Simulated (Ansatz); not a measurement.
C3H5FO can be A, `C[C@@H]1O[C@H]1F`, or B, `CO/C=C/F`.

Gas-phase electronic energies from Ansatz, PBE0-D4/def2-TZVP geometries. CCSD(T)/CBS is the MP2 limit (def2-TZVPP, def2-QZVPP) plus CCSD(T) − MP2 in def2-TZVPP, frozen cores. Functionals use def2-TZVPP. B3LYP here is the variant with VWN-RPA as its local correlation; programs differ in this. One conformer a species, not always the lowest.

A:

Z-matrix (Å, degrees):
```
C
C 1 1.493
H 1 1.092 2 110.5
H 1 1.091 2 111.0 3 120.2
H 1 1.093 2 110.2 3 -119.3
O 2 1.446 1 116.9 3 -74.4
C 2 1.451 1 123.5 3 -140.7
H 2 1.088 1 116.9 3 63.0
F 7 1.353 2 119.6 1 -153.0
H 7 1.088 2 123.9 1 -3.0
```

B:

Z-matrix (Å, degrees):
```
C
O 1 1.407
H 1 1.096 2 111.0
H 1 1.088 2 106.8 3 119.3
H 1 1.096 2 111.0 3 -121.4
C 2 1.345 1 116.1 3 60.7
C 6 1.328 2 127.1 1 0.0
H 6 1.084 2 112.5 1 -180.0
F 7 1.345 6 119.3 2 180.0
H 7 1.081 6 127.5 2 0.0
```

Question: Which isomer does CCSD(T)/CBS put lower? Give the gap. (Best estimate.)

Answer: The calculation gave: A, by 36.4 kJ/mol.

Question: Give E(B) − E(A) in kJ/mol with B3LYP, PBE0-D4, CCSD/def2-TZVPP, r2SCAN-D4, CCSD(T)/def2-TZVPP, PBE-D4, B2PLYP. (An estimate is asked.)

Answer: Computed: B3LYP 24.9, PBE0-D4 45.8, CCSD/def2-TZVPP 38.2, r2SCAN-D4 42.1, CCSD(T)/def2-TZVPP 37.7, PBE-D4 40.2, B2PLYP 32.0. None reverses the order clearly.

Largest T1 diagnostic: 0.012.

From PBE to PBE0 (25 % exact exchange), in def2-TZVPP and without D4, E(B) − E(A) moves by +5.6 kJ/mol. In def2-TZVPP, CCSD(T) changes the Hartree–Fock value by +11.0 kJ/mol (the triples alone add −0.5 kJ/mol) and MP2 by +21.4 kJ/mol.
